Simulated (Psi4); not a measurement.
# Si2H5Cl (SMILES [SiH3][SiH2]Cl): levels of theory compared

We compute a comparison of 3 runs (CAM-B3LYP/cc-pVDZ, M06-2X/cc-pVDZ, wB97M-V/cc-pVDZ) of Si2H5Cl. 

The results are computed with Psi4 1.11.

2 further runs of the same task are left out: 2 set aside as unsound or not needed.

## Step 1: The molecule

The species is Si2H5Cl (8 atoms), meant as a singlet with charge 0. SMILES: `[SiH3][SiH2]Cl`. The Si2–H7 distance was set to 1.708 Å, away from the relaxed value.

Bond lengths: Si1–Si2 2.338 Å, Si2–Cl3 2.065 Å, Si1–H4 1.488 Å, Si1–H5 1.486 Å, Si1–H6 1.486 Å, Si2–H8 1.485 Å. Angles: Si1–Si2–Cl3 108.7°, Si1–Si2–H8 111.8°, Cl3–Si2–H8 107.7°, Si2–Si1–H4 109.6°, Si2–Si1–H5 109.6°, Si2–Si1–H6 109.6°, H4–Si1–H5 109.3°, H4–Si1–H6 109.3°, H5–Si1–H6 109.5°. A long bond or contact: Si2–H7 1.708 Å.

## Step 2: Energy and gradient at CAM-B3LYP/cc-pVDZ (run 1)

The input, calc.dat:

```
memory 2200 MB

molecule molecule1 {
  0 1
  Si
  Si 1 2.337877
  Cl 2 2.064511 1 108.68745
  H 1 1.488032 2 109.60638 3 -179.90149
  H 1 1.485871 4 109.27714 2 120.06502
  H 1 1.485873 5 109.49243 4 -119.66988
  H 2 1.7076 3 107.73698 1 -121.39251
  H 2 1.484843 7 108.84861 3 116.56043
  symmetry c1
}

set {
  basis cc-pVDZ
  reference rks
  puream true
  e_convergence 1e-09
  d_convergence 1e-08
  scf_type pk
  dft_radial_points 99
  dft_spherical_points 590
}

e_tot, wfn = gradient('cam-b3lyp', return_wfn=True)
oeprop(wfn, 'QUADRUPOLE', 'DIPOLE', 'MULLIKEN_CHARGES')
```

Started as:

```bash
$ psi4 calc.dat calc.out -n 1
```

calc.out:

```text
[...]
  Running in c1 symmetry.
[...]
  Nuclear repulsion =  190.542405404928587
[...]
  Multiplicity = 1
[...]
  Nalpha       = 25
  Nbeta        = 25
[...]
    Number of basis functions: 79
[...]
   @RKS iter   1: -1042.19753845767241   -4.61849e-01   2.41842e-03 DIIS/ADIIS
[...]
   @RKS iter  10: -1042.22491830677154   -7.95808e-12   4.76960e-09 DIIS
[...]
  @RKS Final Energy: -1042.22491830677154
   => Energetics <=
    Nuclear Repulsion Energy =            190.5424054049285871
    One-Electron Energy =               -1820.2913694585320172
    Two-Electron Energy =                 642.1699567576158643
    DFT Exchange-Correlation Energy =     -54.6459110107839763
    Empirical Dispersion Energy =           0.0000000000000000
    VV10 Nonlocal Energy =                  0.0000000000000000
    Total Energy =                      -1042.2249183067715421
[...]
  -Total Gradient:
     Atom            X                  Y                   Z
    ------   -----------------  -----------------  -----------------
       1       -0.001338831363    -0.000584570762     0.000033171228
       2       -0.039169222775    -0.029923180071    -0.013967800075
       3       -0.000156094803     0.010394891689    -0.004037152819
       4        0.000088839943    -0.002034435713     0.000540756945
       5        0.002015217740     0.001121888374     0.000405568480
       6       -0.001696852067     0.001057746284     0.000624936800
       7        0.039480749729     0.021226260992     0.018083989023
       8        0.000777404953    -0.001261639568    -0.001684935014
[...]
```

Wall time 1.8 min (1 thread of Intel Xeon Platinum 8488C (Sapphire Rapids), shared host); peak memory 1.3 GiB.

## Step 3: Energy and forces at M06-2X/cc-pVDZ (run 2)

The input, run_ase.py:

```python
import numpy as np
from ase.calculators.psi4 import Psi4
from ase import Atoms

atoms = Atoms(['Si', 'Si', 'Cl', 'H', 'H', 'H', 'H', 'H'], positions=[
    [-0.614201, 0.984421, -0.565162],
    [0.665699, -0.836179, 0.151038],
    [2.523899, -0.150279, 0.733138],
    [-1.960701, 0.512721, -0.987862],
    [0.057999, 1.643321, -1.714862],
    [-0.762201, 1.958321, 0.547238],
    [-0.041800, -1.622800, 1.491400],
    [0.869499, -1.828279, -0.934762],
])
calc = Psi4(atoms=atoms, method='m06-2x', basis='cc-pVDZ', memory='2200MB', num_threads=1, charge=0, multiplicity=1, label='calc')
calc.psi4.set_options({'puream': True, 'e_convergence': 1e-09, 'd_convergence': 1e-08, 'scf_type': 'pk', 'dft_radial_points': 99, 'dft_spherical_points': 590})
atoms.calc = calc

forces = atoms.get_forces()
print(f'energy: {atoms.get_potential_energy():.6f} eV')
print('forces / eV A^-1')
print(np.round(forces, 5))
```

Started as:

```bash
$ python run_ase.py
```

calc.dat:

```text
[...]
  Running in c1 symmetry.
[...]
  Nuclear repulsion =  190.542387111426137
[...]
  Multiplicity = 1
[...]
  Nalpha       = 25
  Nbeta        = 25
[...]
    Number of basis functions: 79
[...]
   @RKS iter   1: -1042.10605809438425   -3.97621e-01   2.29206e-03 ADIIS/DIIS
[...]
   @RKS iter  10: -1042.13206870348699   -5.00222e-12   5.85684e-09 DIIS
[...]
  @RKS Final Energy: -1042.13206870348699
   => Energetics <=
    Nuclear Repulsion Energy =            190.5423871114261374
    One-Electron Energy =               -1820.5194983350106668
    Two-Electron Energy =                 621.8968703549022621
    DFT Exchange-Correlation Energy =     -34.0518278348047545
    Empirical Dispersion Energy =           0.0000000000000000
    VV10 Nonlocal Energy =                  0.0000000000000000
    Total Energy =                      -1042.1320687034869934
[...]
  -Total Gradient:
     Atom            X                  Y                   Z
    ------   -----------------  -----------------  -----------------
       1        0.001248188102    -0.000718399306    -0.000826677672
       2        0.028891108362     0.025352896959    -0.034993999172
       3       -0.009070741600    -0.003376313487    -0.003051650809
       4        0.000879365517     0.000666495031     0.000310255236
       5       -0.001125531002    -0.000208187393     0.001033277375
       6       -0.000161936156    -0.000612151285    -0.001068249658
       7       -0.020261552664    -0.022631754428     0.038901468308
       8       -0.000253853008     0.001438259476    -0.000198634323
[...]
```

On the terminal:

```text
energy: -28357.858010 eV
forces / eV A^-1
[[-0.06418  0.03694  0.04251]
 [-1.48564 -1.3037   1.79946]
 [ 0.46644  0.17362  0.15692]
 [-0.04522 -0.03427 -0.01595]
 [ 0.05788  0.01071 -0.05313]
 [ 0.00833  0.03148  0.05493]
 [ 1.04189  1.16377 -2.00039]
 [ 0.01305 -0.07396  0.01021]]
```

Run time: 89 s. Hardware: 1 thread of Intel Xeon Platinum 8488C (Sapphire Rapids), shared host; peak memory 1.5 GiB.

## Step 4: A single-point energy at wB97M-V/cc-pVDZ (run 3)

The input, clh5si2.xyz:

```xyz
8
ClH5Si2
Si    -0.614201     0.984421    -0.565162
Si     0.665699    -0.836179     0.151038
Cl     2.523899    -0.150279     0.733138
H     -1.960701     0.512721    -0.987862
H      0.057999     1.643321    -1.714862
H     -0.762201     1.958321     0.547238
H     -0.041800    -1.622800     1.491400
H      0.869499    -1.828279    -0.934762
```

The input, calc.py:

```python
import psi4

psi4.set_memory('2200 MB')
psi4.set_num_threads(1)
psi4.set_output_file('run.log', False)

with open('clh5si2.xyz') as f:
    atoms = ''.join(f.readlines()[2:])
geom = psi4.geometry('0 1\n' + atoms + 'symmetry c1')

psi4.set_options({
    'puream': True,
    'e_convergence': 1e-09,
    'd_convergence': 1e-08,
    'scf_type': 'pk',
    'dft_radial_points': 99,
    'dft_spherical_points': 590,
})

E, wfn = psi4.energy('wb97m-v/cc-pVDZ', return_wfn=True)
print('E =', round(E, 9))
```

Started as:

```bash
$ python calc.py
```

run.log:

```text
[...]
  Running in c1 symmetry.
[...]
  Nuclear repulsion =  190.542387111426137
[...]
  Multiplicity = 1
[...]
  Nalpha       = 25
  Nbeta        = 25
[...]
    Number of basis functions: 79
[...]
   @RKS iter   1: -1042.10167790148716   -4.98094e-01   2.16431e-03 ADIIS/DIIS
[...]
   @RKS iter  10: -1042.12560203908197   -1.11413e-11   9.13515e-09 DIIS
[...]
  @RKS Final Energy: -1042.12560203908197
   => Energetics <=
    Nuclear Repulsion Energy =            190.5423871114261374
    One-Electron Energy =               -1820.1385645664404365
    Two-Electron Energy =                 642.0478753402247776
    DFT Exchange-Correlation Energy =     -54.7830728024424687
    Empirical Dispersion Energy =           0.0000000000000000
    VV10 Nonlocal Energy =                  0.2057728781497896
    Total Energy =                      -1042.1256020390819685
[...]
 Multipole Moments:
 ------------------------------------------------------------------------------------
     Multipole            Electronic (a.u.)      Nuclear  (a.u.)        Total (a.u.)
 ------------------------------------------------------------------------------------
 L = 1.  Multiply by 2.5417464519 to convert [e a0] to [Debye]
 Dipole X            :          7.0239112           -7.5245266           -0.5006155
 Dipole Y            :         -0.7890712            0.7800758           -0.0089953
 Dipole Z            :          2.3855707           -2.6736513           -0.2880806
 Magnitude           :                                                    0.5776567
[...]
```

Standard output:

```text
E = -1042.125602039
```

It took 2.1 min on 1 thread of Intel Xeon Platinum 8488C (Sapphire Rapids), shared host; peak memory 1.5 GiB.

## Step 5: The series

```tsv
run	level	task	energy (Eh)	dipole moment (D)	HOMO energy (eV)	LUMO energy (eV)	wall time
1	CAM-B3LYP/cc-pVDZ	gradient	-1042.224918	1.49	-9.41	0.80	1.8 min
2	M06-2X/cc-pVDZ	gradient	-1042.132069	1.54	-9.20	0.46	89 s
3	wB97M-V/cc-pVDZ	energy	-1042.125602	1.47	-10.17	1.52	2.1 min
```

## Step 6: Outcome

| quantity | value |
| --- | --- |
| run 3: total energy | -1042.12560 Eh |
| run 3: dipole moment | 1.47 D |
| run 3: HOMO energy | -10.17 eV |
| run 3: LUMO energy | 1.52 eV |
| run 3: HOMO–LUMO gap | 11.70 eV |

The dipole moment (its size) runs from 1.47 D (wB97M-V/cc-pVDZ) to 1.54 D (M06-2X/cc-pVDZ). The HOMO–LUMO gap runs from 9.66 eV (M06-2X/cc-pVDZ) to 11.70 eV (wB97M-V/cc-pVDZ). Totals of different functionals can't be ranked against each other. All runs together took 5.4 min, the longest 2.1 min.
